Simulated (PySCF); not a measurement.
Basis-set dependence of AlO⁺ at CCSD(T)

PySCF, UHF reference; triplet, unpaired electrons σ ↑, π ↑; De to Al⁺ + O without counterpoise correction. Frozen cores follow the default of each basis and core potential.

```tsv
basis	relativity	functions	Re (Å)	ωe (cm⁻¹)	De (eV)	frozen orbitals
jorge-DZP-DKH	spin-free X2C	39	1.796	665	0.55	6
def2-SVPD	no relativity	47	1.773	735	0.89	6
def2-TZVPPD	no relativity	88	1.735	778	1.12	6
```

(1) How does each smaller set differ from the one with most functions, def2-TZVPPD?

Correlated steps freeze 6 core orbitals. Correlated levels converge slowly with the basis: in double zeta they bind strong bonds too weakly, by up to about 1 eV, and carry superposition errors of some tenths. For an ion De counts to the pair picked by the measured ionisation energies or electron affinities, which need not be the lowest pair at this level. The state was picked by a PBE0 search and need not be the measured ground state.

Answers

(1) jorge-DZP-DKH: +6.1 pm, -14.5 % in ωe, -0.57 eV in De; def2-SVPD: +3.8 pm, -5.5 % in ωe, -0.23 eV in De. All at CCSD(T); the set with most functions is neither the basis-set limit nor always the best. The rows treat relativity differently, so the differences are not basis effects alone.
